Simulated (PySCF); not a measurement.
Job file and geometry (Å, from PBE0-D3(BJ)/def2-TZVP) of an NMR shielding run on `C1C(CO)C1`, C₄H₈O, GIAO PBE0/pcSseg-2 NMR shielding, non-relativistic, gas phase in PySCF; density fitting, a coarse starting grid and PySCF grid level 2 are the driver's defaults:

```
$ OMP_NUM_THREADS=1 python probes_run.py task.json out

{"job": {"kind": "nmr", "xc": "PBE0", "basis": "pcSseg-2"}, "charge": 0, "multiplicity": 1}
O      2.023157     1.016221     0.423719
C      0.672347     1.148480     0.034133
C      0.107483    -0.113840    -0.540264
C     -0.397849    -1.174233     0.395557
C     -1.359772    -0.382027    -0.435553
H      2.090381     0.225758     0.966802
H      0.046345     1.469548     0.881086
H      0.654108     1.951820    -0.706878
H      0.603282    -0.464023    -1.439828
H     -0.368939    -0.966014     1.459684
H     -0.229692    -2.212054     0.137497
H     -1.970020     0.356213     0.071443
H     -1.851089    -0.875800    -1.263890
```

Task: What does the program print?

Result: 
```
coarse grid: 10392 points
cycle   1  E = -232.1655538319  dE =  6.510e-01  |g| = 6.441e-01  |ddm| = 2.303e+00
cycle   2  E = -232.0889297904  dE =  7.662e-02  |g| = 9.233e-01  |ddm| = 1.568e+00
cycle   3  E = -232.2463257373  dE = -1.574e-01  |g| = 8.015e-02  |ddm| = 1.093e+00
cycle   4  E = -232.2473363167  dE = -1.011e-03  |g| = 3.731e-02  |ddm| = 7.426e-02
cycle   5  E = -232.2476581784  dE = -3.219e-04  |g| = 5.800e-03  |ddm| = 3.170e-02
cycle   6  E = -232.2476646157  dE = -6.437e-06  |g| = 1.291e-03  |ddm| = 5.626e-03
final grid: 99016 points
cycle   7  E = -232.2466246461  dE = -1.008e-04  |g| = 9.437e-03  |ddm| = 6.097e-02
cycle   8  E = -232.2466086014  dE =  1.604e-05  |g| = 1.294e-02  |ddm| = 1.531e-02
cycle   9  E = -232.2466444978  dE = -3.590e-05  |g| = 1.175e-03  |ddm| = 9.408e-03
cycle  10  E = -232.2466447342  dE = -2.364e-07  |g| = 3.646e-04  |ddm| = 1.263e-03
cycle  11  E = -232.2466447592  dE = -2.498e-08  |g| = 6.223e-05  |ddm| = 2.947e-04
cycle  12  E = -232.2466447599  dE = -7.178e-10  |g| = 2.072e-05  |ddm| = 5.613e-05
converged SCF energy = -232.2466447599

GIAO shielding tensors (ppm)
atom      isotropic    diamagn.    paramagn.     s11        s22        s33       span
  0 O      284.396     380.912     -96.517    240.023    290.538    322.626     82.603
  1 C      111.440     236.687    -125.247     81.040    106.414    146.865     65.824
  2 C      168.443     249.198     -80.755    131.706    159.804    213.818     82.112
  3 C      181.599     251.706     -70.107    148.605    176.486    219.706     71.101
  4 C      182.898     250.809     -67.912    156.740    177.365    214.588     57.847
  5 H       31.163      32.112      -0.949     22.029     30.652     40.809     18.780
  6 H       28.948      30.855      -1.906     23.329     30.641     32.875      9.546
  7 H       27.367      28.559      -1.192     22.466     28.061     31.576      9.110
  8 H       30.459      31.664      -1.206     24.521     27.640     39.215     14.695
  9 H       31.545      32.580      -1.034     26.441     27.883     40.311     13.870
 10 H       31.122      31.096       0.027     25.382     26.575     41.409     16.027
 11 H       31.464      31.758      -0.294     25.555     28.416     40.420     14.865
 12 H       31.072      30.230       0.842     25.329     26.484     41.403     16.075
```

Task: Turn these shieldings into chemical shifts. References, each an isolated molecule treated in the same way: 17O (329.54 ppm) vs H2O; 13C (186.03 ppm) and 1H (31.52 ppm) against TMS.

Result: Averaging equivalent atoms: O 0: 45.1; C 1: 74.6; C 2: 17.6; C 3/4: 3.8; H 6/7: 3.37; H 8: 1.06; H 10/12: 0.43; H 5: 0.36; H 9/11: 0.02 ppm. Experimental scales use liquid or dissolved standards, which lie at an offset from isolated H2O (liquid H2O: subtract about 36 ppm).

Size and cost of the density-fitted run: 292 basis functions, 32 s wall time on 1 thread of an Arm Neoverse V1, shared host; peak memory 1.2 GiB.
